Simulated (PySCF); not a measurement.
formamide (CH₃NO), SMILES NC=O.

Coordinates come from a B3LYP-D3(BJ)/def2-TZVP optimisation. The values are those of a single conformer.

Two levels are set side by side: PBE/def2-TZVPD (PySCF) and M06-2X/def2-TZVPD (PySCF). Same geometry, gas phase. Differences are taken from unrounded values.

| quantity | M06-2X |
|---|---|
| orbital gap (eV) | 9.65 |
| highest occupied level (eV) | -9.38 |
| lowest empty level (eV) | 0.27 |
| dipole moment (D) | 3.99 |
| mean polarisability (bohr³) | 27.0 |

Question: What does PBE give, and how far is it from M06-2X? (The exact figures need the calculation; the answer reports its results.)

Answer: 
| quantity | PBE | PBE minus M06-2X |
|---|---|---|
| orbital gap (eV) | 5.26 | -4.39 |
| highest occupied level (eV) | -6.04 | 3.33 |
| lowest empty level (eV) | -0.78 | -1.05 |
| dipole moment (D) | 3.82 | -0.17 |
| mean polarisability (bohr³) | 29.5 | 2.5 |

PBE's occupied levels lie high since its potential decays too fast outside the molecule; exact exchange lowers them and widens the gap. Loosely held outer electrons make PBE densities more polarisable. Differences between two approximate levels are no errors against the true value.

Rough cost on one machine, each run with all the roots and properties that it gave: M06-2X against PBE about 4 times.
